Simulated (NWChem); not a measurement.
# Extrapolating the UMP2 correlation energy of O

```xyz
1

O      0.0000     0.0000     0.0000
```
Charge 0, spin multiplicity 3.

Everything below was run with NWChem.

The correlated methods keep 1 core orbital frozen. The stability of the SCF solutions was not checked. Open-shell Hartree-Fock references start from PBE0 orbitals.

Worked example. The UMP2 correlation energy is -143.15 mHa in cc-pVTZ and -157.59 mHa in cc-pVQZ. The form E(X) = E∞ + A/X³ turns the pair into an estimate of the basis-set limit.

E∞ = (4³·(-157.59) − 3³·(-143.15))/(4³ − 3³) = -168.1 mHa. The larger basis holds 94 % of that. This is a two-point estimate.
